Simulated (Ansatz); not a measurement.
fcc Ir, treated with LDA (PAW; Ansatz, a quantum-chemistry and plane-wave program).

A relaxed, unreconstructed slab of the (110) face has 12 atoms, two equal faces of 10.274 Å² each and an energy of -139956.1875 eV. A bulk cell of 2 atoms with the same orientation and in-plane k mesh has -23326.7922 eV. Energies are extrapolated to zero smearing.

Numerical settings: plane-wave cutoff 500 eV, 14×20×1 k mesh (along the axes of the cell as run), Fermi–Dirac smearing 0.1 eV, scalar-relativistic PAW data made under PBE.

Worked out: γ = (E_slab − N E_bulk per atom)/2A = [-139956.1875 − 12 × (-23326.7922/2)]/(2 × 10.274) = 0.2222 eV/Å². With 16.022 J/m² per eV/Å² this is 3.56 J/m², or 2.28 eV per surface cell and face.
